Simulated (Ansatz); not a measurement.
Results of LDA in Ansatz (PAW) for hcp Be.

A relaxed, unreconstructed slab of the (11-20) face has 24 atoms, two equal faces of 13.554 Å² each and an energy of -2113.6067 eV. A bulk cell of 4 atoms with the same orientation and in-plane k mesh has -352.9388 eV. Energies are extrapolated to zero smearing.

Numerical settings: plane-wave cutoff 500 eV, 16×14×1 k mesh (along the axes of the cell as run), Fermi–Dirac smearing 0.1 eV, scalar-relativistic PAW data made under PBE.

Worked out: γ = (E_slab − N E_bulk per atom)/2A = [-2113.6067 − 24 × (-352.9388/4)]/(2 × 13.554) = 0.1485 eV/Å². With 16.022 J/m² per eV/Å² this is 2.38 J/m², or 2.01 eV per surface cell and face.

Ansatz is a first-principles code.
